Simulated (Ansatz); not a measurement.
Mulliken charges of `NP(O)S` from PBE/def2-TZVPP in Ansatz (PBE0-D4/def2-TZVP geometry).

```json
{"atom": "N1", "x (Å)": "-0.217", "y (Å)": "1.370", "z (Å)": "0.335", "charge (e)": "-0.314"}
{"atom": "P2", "x (Å)": "-0.150", "y (Å)": "-0.277", "z (Å)": "0.616", "charge (e)": "0.252"}
{"atom": "O3", "x (Å)": "1.261", "y (Å)": "-0.784", "z (Å)": "-0.083", "charge (e)": "-0.307"}
{"atom": "S4", "x (Å)": "-1.487", "y (Å)": "-0.731", "z (Å)": "-0.972", "charge (e)": "-0.227"}
{"atom": "H5", "x (Å)": "-0.024", "y (Å)": "1.734", "z (Å)": "-0.588", "charge (e)": "0.152"}
{"atom": "H6", "x (Å)": "0.121", "y (Å)": "1.964", "z (Å)": "1.075", "charge (e)": "0.153"}
{"atom": "H7", "x (Å)": "1.768", "y (Å)": "-1.294", "z (Å)": "0.556", "charge (e)": "0.186"}
{"atom": "H8", "x (Å)": "-1.180", "y (Å)": "-2.038", "z (Å)": "-0.995", "charge (e)": "0.105"}
```

By hand: the dipole of these point charges (1 e Å = 4.8032 D).

Σ q r = (0.201, 0.016, 0.370) e Å, of length 0.421 e Å = 2.02 D.

How does the dipole of the full density compare? (An estimate is asked.)

The calculation gave: (0.391, 0.075, 0.207) e Å, 2.16 D; the point charges give 0.94 times that, at 34° from its direction.

Point charges leave out the atoms' own dipoles, such as those of lone pairs, and Mulliken's split depends on the basis, so the two needn't agree.
